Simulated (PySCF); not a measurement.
An unknown gives this computed stick spectrum. Method: TDDFT CAM-B3LYP/def2-SVPD, vertical, gas phase, core orbitals frozen in the response in PySCF. Geometries: GFN2-xTB, one conformer each. Ions are computed without counter-ions or solvent.

```csv
state,E (eV),λ (nm),f
S1,6.42,193.3,0.0001
S2,6.77,183.0,0.018
S3,6.93,179.0,0.0006
S4,7.84,158.1,0.0048
S5,7.85,157.9,0.0062
S6,8.28,149.8,0.0006
S7,8.32,149.1,0.056
S8,8.45,146.8,0.021
```

Orbital energies (eV): HOMO-3 -17.18, HOMO-2 -16.96, HOMO-1 -13.67, HOMO -13.65, LUMO -3.26, LUMO+1 -2.90, LUMO+2 -2.84.

Task: Which structure fits? All have the formula [C5H10P]+.
A. `C[P@@H+]1C=CCC1`
B. `C#CC[PH+](C)C`
C. `C#C[PH2+]C(C)C`

Result: B. Its S1 lies at 6.42 eV; the nearest of the others has S1 at 6.83 eV. S1 is HOMO→LUMO (55%), HOMO→LUMO+10 (10%), HOMO→LUMO+3 (9%). Löwdin shares by element: HOMO (one of a set within 0.03 eV) carbon 91% or more; LUMO phosphorus 22%, carbon 20% or more, hydrogen 19% or more (atoms not listed hold the other 40%). At the same level the other candidates give, for their lowest levels:
- `C[P@@H+]1C=CCC1`: 6.83 eV (f 0.246); 7.55 eV (f 0.019); 7.89 eV (f 0.000); 7.92 eV (f 0.001); 8.39 eV (f 0.009); T1 4.35 eV; HOMO -13.98, LUMO -4.15 eV
- `C#C[PH2+]C(C)C`: 5.91 eV (f 0.000); 6.17 eV (f 0.005); 6.17 eV (f 0.001); 8.26 eV (f 0.434); 8.39 eV (f 0.016); T1 4.86 eV; HOMO -14.85, LUMO -4.48 eV

The values belong to the conformer `[CH:1]#[C:2][CH2:3][PH+:4]([CH3:5])[CH3:6]`: C2–C3–P4–C5 59°.
Triplets come from the Tamm–Dancoff approximation.
